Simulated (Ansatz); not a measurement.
Two isomers of C3H5NO: A = `N/C=C/C=O`, B = `NC1(O)C=C1`.

Computed with Ansatz on PBE0-D4/def2-TZVP structures; ΔE is electronic, products minus reactants. CCSD(T)/CBS adds triple-zeta CCSD(T) − MP2 to the extrapolated MP2 energy (def2 sets, frozen cores). DFT in def2-TZVPP. B3LYP here is the variant with VWN-RPA as its local correlation; programs differ in this. One conformer a species, not always the lowest.

A:

Z-matrix (Å, degrees):
```
N
C 1 1.346
H 1 1.004 2 121.0
H 1 1.001 2 121.2 3 178.2
C 2 1.350 1 127.1 3 0.8
H 2 1.088 1 114.4 3 -179.3
C 5 1.440 2 119.2 1 179.8
H 5 1.085 2 122.3 1 -0.2
O 7 1.211 5 125.8 2 180.0
H 7 1.116 5 114.0 2 -0.0
```

B:

Z-matrix (Å, degrees):
```
C
O 1 1.398
C 1 1.471 2 120.7
N 1 1.437 2 109.0 3 -148.1
C 1 1.470 2 117.0 3 60.7
H 2 0.964 1 106.1 3 110.2
H 3 1.080 1 148.5 2 -75.0
H 4 1.011 1 110.9 2 174.5
H 4 1.014 1 110.4 2 -65.3
H 5 1.080 1 148.4 2 67.2
```

Problem. Which isomer does CCSD(T)/CBS put lower? Give the gap. (Estimate.)

Solution. Ansatz gave: A, by 184.8 kJ/mol.

Problem. Give E(B) − E(A) in kJ/mol with BLYP-D4, PBE0-D4, B3LYP-D4, HF/def2-TZVPP, CCSD/def2-TZVPP, CCSD(T)/def2-SVP, CCSD(T)/def2-TZVPP. (An estimate is asked.)

Solution. Ansatz gave: BLYP-D4 228.2, PBE0-D4 195.4, B3LYP-D4 217.8, HF/def2-TZVPP 217.8, CCSD/def2-TZVPP 188.5, CCSD(T)/def2-SVP 197.9, CCSD(T)/def2-TZVPP 190.2. None reverses the order clearly.

Problem. Does the order hold for the free energy at 298.15 K (harmonic terms from PBE0-D4)? (An estimate is asked.)

Solution. Computed: Yes: G(B) − G(A) = +189.2 kJ/mol, for one conformer each. Modes under 60 cm⁻¹, often nearly free rotors, make the harmonic entropy too high.

Largest T1 diagnostic: 0.016.

From PBE to PBE0 (25 % exact exchange), in def2-TZVPP and without D4, E(B) − E(A) moves by −11.4 kJ/mol. At CCSD(T), def2-SVP lies +13.1 kJ/mol from the extrapolated value and def2-TZVPP +5.4 kJ/mol.
